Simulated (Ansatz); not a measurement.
Reaction (hydrogenolysis of the Si–S bond): `CS[SiH]` + H₂ → `[SiH2]` + CH₃SH

Program: Ansatz. Geometries: PBE0-D4/def2-TZVP. ΔE: electronic, gas phase. CBS: MP2 limit from def2 TZ/QZ plus the TZ coupled-cluster correction, frozen cores. This one scheme is used for every species. Functionals use def2-TZVPP. B3LYP here is the variant with VWN-RPA as its local correlation; programs differ in this.

| level | ΔE (kJ/mol) |
| --- | --- |
| LDA (SPW92) | 139.2 |
| B3LYP-D4 | 120.6 |
| BHLYP | 100.7 |
| MP2/CBS(def2) | 132.4 |

Question: What does CCSD(T)/CBS give? (Best estimate.)

Answer: Ansatz gave: +118.2 kJ/mol. The listed levels differ from it by 21.0, 2.4, -17.5, 14.2 kJ/mol.

Question: What do rigid-rotor, harmonic-oscillator terms from PBE0-D4/def2-TZVP frequencies (298.15 K, 1 bar) make of the CCSD(T)/CBS value? (Best estimate.)

Answer: Ansatz gave: ΔZPE = +2.9 kJ/mol, ΔH = +119.2 kJ/mol, ΔS = 34 J/(mol·K), ΔG = +109.0 kJ/mol.

Largest T1 diagnostic among the species: 0.016.

From r2SCAN to r2SCAN0 (25 % exact exchange), in def2-TZVPP and without D4, ΔE moves by −8.9 kJ/mol. At CCSD(T), def2-SVP lies −19.2 kJ/mol from the extrapolated value and def2-TZVPP −7.5 kJ/mol.
